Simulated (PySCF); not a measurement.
## How far each method lies from RCCSDT(Q) for Si–NH2⁺, singlet

Geometry: that of the Si–NH2, doublet, kept fixed.

| atom | x (Å) | y (Å) | z (Å) |
| --- | --- | --- | --- |
| Si | 0.0000 | 0.0000 | 0.6455 |
| N | 0.0000 | 0.0000 | -1.0599 |
| H | 0.0000 | 0.8350 | -1.6290 |
| H | 0.0000 | -0.8350 | -1.6290 |

Basis 6-31G; PySCF 2.14.0. Correlated methods freeze the noble-gas cores, which leaves 10 electrons in 20 orbitals. Prefix R: restricted or restricted open-shell reference.

Full CI isn't at hand for all of this; RCCSDT(Q) serves as the reference, and is uncertain by the last step of the cluster series or more.

The T1 diagnostic (ROHF- or RHF-based CCSD) is 0.0240. The largest doubles amplitude (ROHF- or RHF-based CCSD) is 0.104.

```tsv
level	E − E(RCCSDT(Q)) (kcal/mol)	share of correlation (%)	wall time
RHF	109.77	0.00	–
RMP2	14.62	86.68	–
RCCSD	3.41	96.89	–
RCCSD(T)	0.64	99.41	0.32 s
RCCSDT	0.41	99.62	–
```

The correlation energy at RCCSDT(Q), counted from RHF, is -4.760 eV. That run took 4 s on 1 thread of Arm Neoverse V1, shared host.

Times are those of the correlated step on a shared host, with one SCF added for the restricted CCSD run; they ran on 1 thread of Arm Neoverse V1.
